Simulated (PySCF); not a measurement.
Silanamine, H₅NSi.
Atom-mapped SMILES: `[NH2:1][SiH3:2]` (hydrogens: H3, H4 on N1; H5, H6, H7 on Si2)

Computed by this run: PBE0-D3(BJ)/def2-TZVP geometry optimisation, gas phase in PySCF; density fitting, grid level 2; the optimiser is geomeTRIC in internal coordinates, started from a GFN2-xTB structure with every atom displaced at random (about 0.01 Å).

Step 0: E = -9445.2713 eV
```
atom  x, y, z in Å  |  force x, y, z in eV/Å
N1      1.0031   -0.2098    0.3125   -1.254   1.090  -0.089
Si2    -0.6639    0.1608   -0.0858    1.444  -0.243   0.368
H3      1.6892    0.3642   -0.1288    0.458   0.257  -0.180
H4      1.3072   -1.1455    0.3488    0.288  -1.100   0.034
H5     -1.4498   -0.6476    0.8340   -0.508  -0.204   0.297
H6     -0.8038    1.6072    0.1326   -0.185   0.261   0.028
H7     -1.0481   -0.1583   -1.4632   -0.243  -0.061  -0.458
```

**Question.** Estimate the geometry and energy of step 1. (The exact step hangs on the optimiser's Hessian estimate; all steps are aligned on step 0, rigid shifts and turns removed.)

**Answer.** E = -9445.3300 eV, largest force 0.245 eV/Å
```
atom  x, y, z in Å  |  force x, y, z in eV/Å
N1      1.0230   -0.1959    0.2874    0.010  -0.225   0.039
Si2    -0.6310    0.1465   -0.0640    0.070   0.130  -0.196
H3      1.7485    0.3698   -0.1317   -0.142  -0.073   0.062
H4      1.3182   -1.1634    0.3449   -0.043   0.238  -0.013
H5     -1.5230   -0.6256    0.8381    0.105  -0.052   0.052
H6     -0.8485    1.6026    0.1410    0.017  -0.010   0.015
H7     -1.0533   -0.1631   -1.4657   -0.018  -0.009   0.040
```

The energy changes by -0.0587 eV. The first-order estimate −F·Δx gives -0.1473 eV and the mean of the old and new forces, exact on a quadratic surface, -0.0583 eV. The step makes an angle of 64° with the force vector and moves no atom by more than 0.077 Å.

What follows is the cost of the whole optimisation. On one thread of an Intel Xeon 6975P-C, shared host, this took 6.4 s and 0.42 GiB of memory at its peak.
